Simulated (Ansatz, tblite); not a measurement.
**The cluster AsS₃: competing shapes**

Aim: relax the candidate shapes of the cluster AsS₃ that a cheap search turned up, and see how the levels of theory order them.

Computed with Ansatz 0.2.0, Gaussian basis. Level: relaxed with B3LYP-D4/def2-SVP, doublet.

**1. The system as given**

4 atoms, charge 0, spin multiplicity 2.

Atoms are counted from 1 here; the program's logs count them from 0.

Bond lengths: As1–S2 2.305 Å, As1–S3 2.108 Å, As1–S4 2.309 Å, S2–S4 2.030 Å. Angles: S2–As1–S3 104.1°, S2–As1–S4 52.2°, S3–As1–S4 104.3°, As1–S2–S4 64.0°, As1–S4–S2 63.8°.

As a file:

```xyz
4
charge 0, multiplicity 2
As   -0.90011    0.01083   -0.49202
S     0.54057    1.39577    0.65569
S    -0.99881   -1.72734    0.69609
S     1.35835    0.32074   -0.85976
```

A search from random starts with GFN2-xTB found 6 distinct shapes; 2 go on here. The structure above is candidate A, which lies 0.00 eV above the lowest at that level; B lies 1.21 eV above the lowest at that level.

**2. Relaxing candidate A**

in.yaml

```yaml
crystal:
  periodic: [false, false, false]
  atoms:
    - {symbol: As, position_ang: [-0.900110, 0.010830, -0.492020]}
    - {symbol: S, position_ang: [0.540570, 1.395770, 0.655690]}
    - {symbol: S, position_ang: [-0.998810, -1.727340, 0.696090]}
    - {symbol: S, position_ang: [1.358350, 0.320740, -0.859760]}
basis:
  gaussian: {orbitals: def2-SVP}
magnetization: {spin_polarized: true, initial_magnetization: 1}
hamiltonian: {xc: {name: B3LYP}, dispersion: d4}
scf: {omitted_lower_state_checks: [starts]}
output: {orbitals: {seedname: orbitals}}
relax: {f_tol: 0.02, max_steps: 100}
```

Run with:

```bash
> ansatz run in.yaml --threads 4 --pin off --events-out ev --progress --plain --max-ram 3916MiB
```

What it wrote (excerpt; [...] marks lines left out):

```text
Functional definition: B3LYP
  name "B3LYP"
  cite "Stephens, Devlin, Chabalowski & Frisch, J. Phys. Chem. 98, 11623 (1994) doi:10.1021/j100096a001"
  cite "Becke, Phys. Rev. A 38, 3098 (1988) doi:10.1103/PhysRevA.38.3098"
  cite "Lee, Yang & Parr, Phys. Rev. B 37, 785 (1988) doi:10.1103/PhysRevB.37.785"
  cite "Vosko, Wilk & Nusair, Can. J. Phys. 58, 1200 (1980) doi:10.1139/p80-159"
[...]
847 factors; integrals over basis functions are off by at most 2.8e-4 eV
[...]
mean field -93332.01249139 eV, -3429.8881963483 hartree, gradient 2.0e-5 eV, S^2 0.759902; 0 other end points of the search recorded, 0 dependent functions left out
[...]
reference -93332.01266982 eV, -3429.8882029056 hartree; 41, 40 occupied and 45, 46 virtual orbitals, 847 factors
relax step   1: F+E_penalty+E_count = -93332.37802042 eV  Δ(F+E_penalty+E_count) = +0.000e0 eV  max|allowed force component| = 1.822e0 eV/Å  Δτ_max = 0.0000 Å  (42 SCF iters, accepted)
[...]
relax step   7: F+E_penalty+E_count = -93332.72723868 eV  Δ(F+E_penalty+E_count) = -6.979e-6 eV  max|allowed force component| = 2.133e-2 eV/Å  Δτ_max = 0.0009 Å  (30 SCF iters, accepted)
[...]
relax step   8: F+E_penalty+E_count = -93332.72728739 eV  Δ(F+E_penalty+E_count) = -4.871e-5 eV  max|allowed force component| = 2.797e-3 eV/Å  Δτ_max = 0.0029 Å  (35 SCF iters, accepted)
[...]
847 factors; integrals over basis functions are off by at most 2.3e-4 eV
mean field -93332.38192074 eV, -3429.9017726264 hartree, gradient 1.2e-5 eV, S^2 0.755738; 0 other end points of the search recorded, 0 dependent functions left out
[...]
reference -93332.38210220 eV, -3429.9017792950 hartree; 41, 40 occupied and 45, 46 virtual orbitals, 847 factors
Total energy: -93332.72746885 eV, -3429.9144712853 hartree
Atom 0 at    -0.996444    -0.131461    -0.441688 Å, force     0.000841    -0.002797     0.000492 eV/Å
Atom 1 at     0.668795     1.511097     0.630755 Å, force     0.000256    -0.000764     0.000465 eV/Å
Atom 2 at    -1.147331    -1.820218     0.679507 Å, force    -0.000464     0.002550    -0.000616 eV/Å
Atom 3 at     1.474980     0.440582    -0.868574 Å, force    -0.000633     0.001011    -0.000341 eV/Å
Dipole moment:    -0.068484     0.255566    -0.218989 e Å
Checks for a lower state left out: starts
```

Run time: 18 s. Hardware: 4 threads of Arm Neoverse V1, shared host.

Step by step:

| step | energy from step 1 (eV) | largest force component (eV/Å) |
| --- | --- | --- |
| 1 | 0.0000 | 1.8216 |
| 2 | -0.1542 | 1.0920 |
| 3 | -0.2279 | 1.8404 |
| 4 | -0.3354 | 0.3713 |
| 5 | -0.3478 | 0.0536 |
| 6 | -0.3492 | 0.0225 |
| 7 | -0.3492 | 0.0213 |
| 8 | -0.3493 | 0.0028 |

Close pairs (by a distance rule), those that changed most:

| bond | before (Å) | after (Å) | change (Å) |
| --- | --- | --- | --- |
| As1–S2 | 2.305 | 2.573 | +0.269 |
| As1–S4 | 2.309 | 2.572 | +0.263 |
| As1–S3 | 2.108 | 2.033 | -0.075 |
| S2–S4 | 2.030 | 2.011 | -0.019 |

**3. Relaxing candidate B**

in.yaml

```yaml
crystal:
  periodic: [false, false, false]
  atoms:
    - {symbol: As, position_ang: [0.597050, 1.766950, -1.901960]}
    - {symbol: S, position_ang: [0.333500, -0.067590, -1.073170]}
    - {symbol: S, position_ang: [-0.581480, -1.741980, 1.825950]}
    - {symbol: S, position_ang: [-0.349060, 0.042610, 1.149180]}
basis:
  gaussian: {orbitals: def2-SVP}
magnetization: {spin_polarized: true, initial_magnetization: 1}
hamiltonian: {xc: {name: B3LYP}, dispersion: d4}
scf: {omitted_lower_state_checks: [starts]}
output: {orbitals: {seedname: orbitals}}
relax: {f_tol: 0.02, max_steps: 100}
```

Launched as before.

What it wrote (excerpt; [...] marks lines left out):

```text
Functional definition: B3LYP
  name "B3LYP"
  cite "Stephens, Devlin, Chabalowski & Frisch, J. Phys. Chem. 98, 11623 (1994) doi:10.1021/j100096a001"
  cite "Becke, Phys. Rev. A 38, 3098 (1988) doi:10.1103/PhysRevA.38.3098"
  cite "Lee, Yang & Parr, Phys. Rev. B 37, 785 (1988) doi:10.1103/PhysRevB.37.785"
  cite "Vosko, Wilk & Nusair, Can. J. Phys. 58, 1200 (1980) doi:10.1139/p80-159"
[...]
846 factors; integrals over basis functions are off by at most 2.4e-4 eV
[...]
mean field -93330.96405666 eV, -3429.8496670825 hartree, gradient 2.7e-6 eV, S^2 1.458010; 0 other end points of the search recorded, 0 dependent functions left out
[...]
reference -93330.96425239 eV, -3429.8496742756 hartree; 41, 40 occupied and 45, 46 virtual orbitals, 846 factors
[...]
846 factors; integrals over basis functions are off by at most 4.0e-4 eV
mean field -93331.10279347 eV, -3429.8547655665 hartree, gradient 1.7e-5 eV, S^2 1.605212; 0 other end points of the search recorded, 0 dependent functions left out
[...]
reference -93331.10299037 eV, -3429.8547728024 hartree; 41, 40 occupied and 45, 46 virtual orbitals, 846 factors
Total energy: -93331.41811439 eV, -3429.8663533966 hartree
Atom 0 at     0.582814     1.837690    -1.853094 Å, force    -0.003547    -0.007468     0.011207 eV/Å
Atom 1 at     0.326793    -0.181305    -1.054194 Å, force     0.000400    -0.003358    -0.001264 eV/Å
Atom 2 at    -0.584838    -1.711498     1.839568 Å, force     0.003011     0.010653    -0.009558 eV/Å
Atom 3 at    -0.324759     0.055103     1.067719 Å, force     0.000135     0.000173    -0.000385 eV/Å
Dipole moment:     0.042017     0.294875    -0.128897 e Å
Checks for a lower state left out: starts
```

It took 17 s on 4 threads of Arm Neoverse V1, shared host.

Along the way:

| step | energy from step 1 (eV) | largest force component (eV/Å) |
| --- | --- | --- |
| 1 | 0.0000 | 1.8925 |
| 2 | -0.1046 | 0.1684 |
| 3 | -0.1206 | 0.3129 |
| 4 | -0.1364 | 0.1927 |
| 5 | -0.1379 | 0.2570 |
| 6 | -0.1431 | 0.0289 |
| 7 | -0.1434 | 0.0112 |

Distances of close pairs at the start and the end, largest changes first:

| bond | before (Å) | after (Å) | change (Å) |
| --- | --- | --- | --- |
| As1–S2 | 2.030 | 2.186 | +0.156 |
| S2–S4 | 2.327 | 2.232 | -0.095 |
| S3–S4 | 1.923 | 1.945 | +0.023 |

**4. The relaxed candidates**

| candidate | point group | bonds (count, mean Å) | energy above the lowest (eV) |
| --- | --- | --- | --- |
| A | Cs | As–S 3, 2.39; S–S 1, 2.01 | 0.000 |
| B | Cs | S–S 2, 2.09; As–S 1, 2.19 | 1.309 |

**5. Candidate B, GFN1-xTB**

Tight binding, by tblite at 300 K electronic temperature and without a spin-polarisation term:

```python
tblite.interface.Calculator('GFN1-xTB', numbers, positions, charge=0, uhf=1).singlepoint()
```

Energy -363.8787 eV; 0.014 s.

**6. Candidate B, GFN2-xTB**

Tight binding, by tblite at 300 K electronic temperature and without a spin-polarisation term:

```python
tblite.interface.Calculator('GFN2-xTB', numbers, positions, charge=0, uhf=1).singlepoint()
```

Energy -329.3458 eV; 0.008 s.

**7. Candidate B, PBE0-D4/def2-TZVP**

start.molden holds the orbitals of an earlier run on this state, given as this run's starting guess.

in.yaml

```yaml
crystal:
  periodic: [false, false, false]
  atoms:
    - {symbol: As, position_ang: [0.582814, 1.837690, -1.853094]}
    - {symbol: S, position_ang: [0.326793, -0.181305, -1.054194]}
    - {symbol: S, position_ang: [-0.584838, -1.711498, 1.839568]}
    - {symbol: S, position_ang: [-0.324759, 0.055103, 1.067719]}
basis:
  gaussian: {orbitals: def2-TZVP, initial_orbitals: start.molden}
magnetization: {spin_polarized: true, initial_magnetization: 1}
hamiltonian: {xc: pbe0, dispersion: d4}
scf: {omitted_lower_state_checks: [starts]}
output: {orbitals: {seedname: orbitals}}
```

Same command.

What it wrote (excerpt; [...] marks lines left out):

```text
Functional definition: PBE0
  name "PBE0"
  cite "Adamo & Barone, J. Chem. Phys. 110, 6158 (1999) doi:10.1063/1.478522"
  cite "Perdew, Burke & Ernzerhof, Phys. Rev. Lett. 77, 3865 (1996) doi:10.1103/PhysRevLett.77.3865"
  parent pbe
[...]
986 factors; integrals over basis functions are off by at most 6.9e-4 eV
[...]
mean field -93329.12345840 eV, -3429.7820263441 hartree, gradient 2.5e-5 eV, S^2 1.661033; 0 other end points of the search recorded, 0 dependent functions left out
reference -93329.12348347 eV, -3429.7820272656 hartree; 41, 40 occupied and 118, 119 virtual orbitals, 986 factors
Total energy: -93329.28562121 eV, -3429.7879857177 hartree
Checks for a lower state left out: starts
```

Run time: 4.4 s. Hardware: 4 threads of Arm Neoverse V1, shared host.

From the report: HOMO -6.25 eV, LUMO -3.93 eV (over both spins); ⟨S²⟩ 1.661 (pure: 0.75). Doubts: spin contamination.

**8. Candidate B, PBE-D4/def2-TZVP**

Edit in.yaml of step 7 so:

```diff
@@ -10,4 +10,4 @@
 magnetization: {spin_polarized: true, initial_magnetization: 1}
-hamiltonian: {xc: pbe0, dispersion: d4}
+hamiltonian: {xc: pbe, dispersion: d4}
 scf: {omitted_lower_state_checks: [starts]}
-output: {orbitals: {seedname: orbitals}}
+output: {forces: true, orbitals: {seedname: orbitals}}
```

Launched as before.

What it wrote (excerpt; [...] marks lines left out):

```text
Functional definition: PBE
  name "PBE"
  cite "Perdew, Burke & Ernzerhof, Phys. Rev. Lett. 77, 3865 (1996) doi:10.1103/PhysRevLett.77.3865"
  parent pbe
[...]
1156 factors; their error is unknown
[...]
mean field -93325.36445387 eV, -3429.6438854755 hartree, gradient 2.4e-5 eV, S^2 1.396415; 0 other end points of the search recorded, 0 dependent functions left out
[...]
reference -93325.36448678 eV, -3429.6438866850 hartree; 41, 40 occupied and 118, 119 virtual orbitals, 1156 factors
Total energy: -93325.55356079 eV, -3429.6508350267 hartree
Atom 0 at     0.582814     1.837690    -1.853094 Å, force    -0.042183    -0.558026     0.126834 eV/Å
Atom 1 at     0.326793    -0.181305    -1.054194 Å, force    -0.055221     0.738381     0.194059 eV/Å
Atom 2 at    -0.584838    -1.711498     1.839568 Å, force     0.020460     0.280407    -0.056224 eV/Å
Atom 3 at    -0.324759     0.055103     1.067719 Å, force     0.076943    -0.460762    -0.264669 eV/Å
Dipole moment:     0.070677     0.327676    -0.220481 e Å
Checks for a lower state left out: starts
```

Wall time 2.8 s (4 threads of Arm Neoverse V1, shared host).

Report: HOMO -5.28 eV, LUMO -4.79 eV (over both spins); ⟨S²⟩ 1.396 (pure: 0.75). Doubts: spin contamination.

**9. Candidate B, r2SCAN-D4/def2-TZVP**

Edit in.yaml of step 8 so:

```diff
@@ -10,4 +10,4 @@
 magnetization: {spin_polarized: true, initial_magnetization: 1}
-hamiltonian: {xc: pbe, dispersion: d4}
+hamiltonian: {xc: r2scan, dispersion: d4}
 scf: {omitted_lower_state_checks: [starts]}
-output: {forces: true, orbitals: {seedname: orbitals}}
+output: {orbitals: {seedname: orbitals}}
```

Launched as before.

What it wrote:

```text
Functional definition: r2SCAN
  name "r2SCAN"
  cite "Furness, Kaplan, Ning, Perdew & Sun, J. Phys. Chem. Lett. 11, 8208 (2020) doi:10.1021/acs.jpclett.0c02405"
  cite "Furness, Kaplan, Ning, Perdew & Sun, J. Phys. Chem. Lett. 11, 9248 (2020) doi:10.1021/acs.jpclett.0c03077"
  parent r2scan
  parameter k0 = 0.174
  parameter k1 = 0.065
  parameter a1 = 4.9479
  exchange = r2scan_x(k0 = k0, k1 = k1, a1 = a1)
  correlation = r2scan_c
these checks for a lower state are left out or cut short: starts
1156 factors; their error is unknown
mean field evaluation 1: about -93345.5356 eV, gradient 7.6e0 eV
mean field evaluation 2: about -93345.6072 eV, gradient 2.1e-1 eV
mean field evaluation 4: about -93345.5910 eV, gradient 1.1e-1 eV
mean field evaluation 8: about -93345.5910 eV, gradient 1.8e-5 eV
mean field -93345.59099070 eV, -3430.3871969941 hartree, gradient 1.8e-5 eV, S^2 1.553405; 0 other end points of the search recorded, 0 dependent functions left out
reference -93345.59100147 eV, -3430.3871973899 hartree; 41, 40 occupied and 118, 119 virtual orbitals, 1156 factors
Total energy: -93345.63183354 eV, -3430.3886979409 hartree
Checks for a lower state left out: starts
```

Wall time 7 s (4 threads of Arm Neoverse V1, shared host).

From the report: HOMO -5.57 eV, LUMO -4.59 eV (over both spins); ⟨S²⟩ 1.553 (pure: 0.75). Doubts: spin contamination.

**10. Candidate B, revPBE-D4/def2-TZVP**

Edit in.yaml of step 9 so:

```diff
@@ -10,3 +10,3 @@
 magnetization: {spin_polarized: true, initial_magnetization: 1}
-hamiltonian: {xc: r2scan, dispersion: d4}
+hamiltonian: {xc: {name: revPBE}, dispersion: d4}
 scf: {omitted_lower_state_checks: [starts]}
```

Same command.

What it wrote:

```text
Functional definition: revPBE
  name "revPBE"
  cite "Zhang & Yang, Phys. Rev. Lett. 80, 890 (1998) doi:10.1103/PhysRevLett.80.890"
  cite "Perdew, Burke & Ernzerhof, Phys. Rev. Lett. 77, 3865 (1996) doi:10.1103/PhysRevLett.77.3865"
  parameter kappa = 1.245
  parameter beta = 0.06672455060314922
  exchange = pbe_x(kappa = kappa, mu = beta*pi^2/3)
  correlation = pbe_c(beta = beta)
these checks for a lower state are left out or cut short: starts
1156 factors; their error is unknown
mean field evaluation 1: about -93337.4020 eV, gradient 8.8e0 eV
mean field evaluation 2: about -93337.5395 eV, gradient 3.8e-1 eV
mean field evaluation 4: about -93337.5446 eV, gradient 1.4e-1 eV
mean field evaluation 8: about -93337.5449 eV, gradient 2.6e-5 eV
mean field -93337.54494715 eV, -3430.0915103476 hartree, gradient 2.6e-5 eV, S^2 1.425419; 0 other end points of the search recorded, 0 dependent functions left out
reference -93337.54498844 eV, -3430.0915118648 hartree; 41, 40 occupied and 118, 119 virtual orbitals, 1156 factors
Total energy: -93337.99964984 eV, -3430.1082203630 hartree
Checks for a lower state left out: starts
```

Run time: 2.5 s. Hardware: 4 threads of Arm Neoverse V1, shared host.

Report: HOMO -5.25 eV, LUMO -4.67 eV (over both spins); ⟨S²⟩ 1.425 (pure: 0.75). Doubts: spin contamination.

**11. Candidate B, HSE06-D4/def2-TZVP**

Edit in.yaml of step 10 so:

```diff
@@ -10,3 +10,3 @@
 magnetization: {spin_polarized: true, initial_magnetization: 1}
-hamiltonian: {xc: {name: revPBE}, dispersion: d4}
+hamiltonian: {xc: hse06, dispersion: d4}
 scf: {omitted_lower_state_checks: [starts]}
```

Launched as before.

What it wrote (excerpt; [...] marks lines left out):

```text
Functional definition: HSE06
  name "HSE06"
  cite "Heyd, Scuseria & Ernzerhof, J. Chem. Phys. 118, 8207 (2003) doi:10.1063/1.1564060"
  cite "Krukau, Vydrov, Izmaylov & Scuseria, J. Chem. Phys. 125, 224106 (2006) doi:10.1063/1.2404663"
  cite "Heyd & Scuseria, J. Chem. Phys. 120, 7274 (2004) doi:10.1063/1.1668634"
  cite "Ernzerhof & Perdew, J. Chem. Phys. 109, 3313 (1998) doi:10.1063/1.476928"
  cite "Perdew, Burke & Ernzerhof, Phys. Rev. Lett. 77, 3865 (1996) doi:10.1103/PhysRevLett.77.3865"
  parent pbe
[...]
  # The whole range is PBE's own exchange, as in plane waves. The composition of these papers is wPBEh.
[...]
986 factors; integrals over basis functions are off by at most 6.9e-4 eV
67 factors; integrals over basis functions are off by at most 6.1e-7 eV
[...]
mean field -93328.62531421 eV, -3429.7637198830 hartree, gradient 7.8e-5 eV, S^2 1.649434; 0 other end points of the search recorded, 0 dependent functions left out
reference -93328.62534758 eV, -3429.7637211093 hartree; 41, 40 occupied and 118, 119 virtual orbitals, 986 factors
Total energy: -93328.77999936 eV, -3429.7694044574 hartree
Checks for a lower state left out: starts
```

Wall time 3.9 s (4 threads of Arm Neoverse V1, shared host).

Report: HOMO -5.87 eV, LUMO -4.29 eV (over both spins); ⟨S²⟩ 1.649 (pure: 0.75). Doubts: spin contamination.

**12. Candidate B, CCSD(T)/def2-TZVP**

Edit in.yaml of step 11 so:

```diff
@@ -10,4 +10,4 @@
 magnetization: {spin_polarized: true, initial_magnetization: 1}
-hamiltonian: {xc: hse06, dispersion: d4}
-scf: {omitted_lower_state_checks: [starts]}
+correlation: {method: ccsd_t}
+scf: {omitted_lower_state_checks: [starts, cluster_reference]}
 output: {orbitals: {seedname: orbitals}}
```

Launched as before.

What it wrote (excerpt; [...] marks lines left out):

```text
Functional definition: HF
  name "HF"
  cite "Fock, Z. Phys. 61, 126 (1930) doi:10.1007/BF01340294"
  parent pbe
[...]
986 factors; integrals over basis functions are off by at most 6.9e-4 eV
[...]
mean field -93248.56478485 eV, -3426.8215496958 hartree, gradient 2.3e-6 eV, S^2 1.810654; 0 other end points of the search recorded, 0 dependent functions left out
24 core orbitals not correlated: weight in the atoms' cores, before any rotation towards them, 1.000 or more for the frozen orbitals, at most 0.000 for the correlated occupied ones
reference -93248.56478485 eV, -3426.8215496958 hartree; 17, 16 occupied and 118, 119 virtual orbitals, 986 factors
second order -19.12437202 eV of doubles, -0.00000000 eV of singles
cycle   1  -19.54662875 eV  change   -4.2e-1 eV  update   1.4e-1
[...]
cycle  14  -20.41582716 eV  change   -2.6e-5 eV  update   2.5e-5
perturbative correction -1.15660420 eV, -0.0425044203 hartree
Total energy: -93270.13721621 eV, -3427.6143219259 hartree
Checks for a lower state left out: starts, cluster_reference
```

It took 1.7 min on 4 threads of Arm Neoverse V1, shared host; peak memory 2.6 GiB.

Hartree-Fock HOMO -8.82 eV, LUMO -0.11 eV (over both spins); ⟨S²⟩ 1.811 (pure: 0.75); T1 0.031. Doubts: spin contamination.

**13. B against A**

The energies of A at these levels come from its own runs, whose logs aren't repeated here.

| level | B above A (eV) | time |
| --- | --- | --- |
| GFN1-xTB | +2.375 | 0.019 s |
| GFN2-xTB | +1.273 | 0.013 s |
| HF/def2-TZVP† | +0.120 |  |
| PBE-D4/def2-TZVP† | +1.236 | 5.4 s |
| revPBE-D4/def2-TZVP† | +1.195 | 4.8 s |
| r2SCAN-D4/def2-TZVP† | +1.173 | 14 s |
| PBE0-D4/def2-TZVP† | +1.202 | 8.9 s |
| HSE06-D4/def2-TZVP† | +1.196 | 8.7 s |
| MP2/def2-TZVP† | +1.703 |  |
| CCSD/def2-TZVP† | +1.113 |  |
| CCSD(T)/def2-TZVP† | +1.329 | 3.5 min |

Times add the two runs; a level without a time comes out of a correlated run. † marks a level with a doubtful state (flagged, unstable, out of aufbau order, or strongly spin-contaminated); such levels are left out of the summary. CCSD(T)/def2-TZVP is no safe reference here (spin contamination).

**14. Results**

| quantity | value |
| --- | --- |
| B above A | no level free of doubt |

In words: Every level beyond tight binding has a doubtful state for B or A, so their order isn't settled. The search was small, so a lower isomer may exist. Only doublets are compared; another spin may lie lower and prefer another shape.
